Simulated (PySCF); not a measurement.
**Vibration and rotation of BH⁺**

UHF-CCSD(T) constants of BH⁺, ²Σ⁺ (doublet), unpaired electrons σ ↑ (B def2-TZVPPD, H def2-TZVPPD; no relativity (PySCF 2.14); masses 11.0093 and 1.0078 u):

| Property | Result |
| --- | --- |
| ωe | 2520.4 cm⁻¹ |
| ωexe | 65.8 cm⁻¹ |
| Be | 12.563 cm⁻¹ |
| αe | 0.470 cm⁻¹ |
| De to B⁺ + H | 2.10 eV |

What force constant and bond length do these constants imply?

Reduced mass μred = 0.92330 u; k = 5.8918×10⁻⁷·μred·ωe² (u, cm⁻¹, mdyn/Å) = 3.46 mdyn/Å; Re = √(16.8576/(μred·Be)) (u, cm⁻¹, Å) = 1.206 Å.

Estimate the centrifugal constant D from the Kratzer relation and find the Dunham coefficient a1.

D = 4Be³/ωe² = 0.00125 cm⁻¹; a1 = −1 − αeωe/(6Be²) = -2.25.

Correlated steps freeze 1 core orbital. For an ion De counts to the pair picked by the measured ionisation energies or electron affinities, which need not be the lowest pair at this level. The state was picked by a PBE0 search and need not be the measured ground state.
